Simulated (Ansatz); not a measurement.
# Al2H, quartet: breathe scan

Starting geometry (PBE0/def2-TZVP stationary point for this spin, not checked as a minimum):

```xyz
3

Al    0.0000    0.0000    0.2591
Al    0.0000    0.0000   -2.1014
H     0.0000    0.0000    1.8423
```

From there all distances are scaled together; atoms are numbered as listed. Energies are in eV, counted from the starting geometry at the same level.

Basis 6-31G; Ansatz 0.2.0. Correlated methods freeze the noble-gas cores. R marks a restricted (for open shells ROHF) determinant, U an unrestricted one.

Unrestricted rows (U) aren't spin-pure: their determinants' ⟨S²⟩ exceeds S(S+1) by up to 0.14, so they mix in states of higher spin. Coupled cluster chose its determinant by trial CCSD, here up to 0.18 eV above the lowest Hartree–Fock solution of its kind. The reference follows the lowest state, whose symmetry changes along the scan.

Full CI is exact within this basis and frozen core; it isn't the basis-set limit. The frozen core follows each run's orbitals, which can shift R against U totals by a few meV.

```
scale of all distances  UCCSD(T)
                 0.880     1.269
                 1.000     0.000
                 1.137     0.247
                 1.313     1.256
                 1.518     2.106
                 1.769     2.309
                 1.973     2.388
                 2.425     2.476
```

**Question.** Estimate the full CI curve in 6-31G from this one, knowing how UCCSD(T) errs.

**Answer.** The computed full CI values, in eV from the starting point, and the error of UCCSD(T) against them:
```
scale of all distances  full CI  UCCSD(T) less full CI
                 0.880    1.279                 -0.010
                 1.000    0.000                  0.000
                 1.137    0.228                  0.020
                 1.313    1.211                  0.045
                 1.518    2.034                  0.072
                 1.769    2.314                 -0.005
                 1.973    2.395                 -0.007
                 2.425    2.494                 -0.019
```

The error spans 0.091 eV and is largest, 0.072 eV, at 1.518.
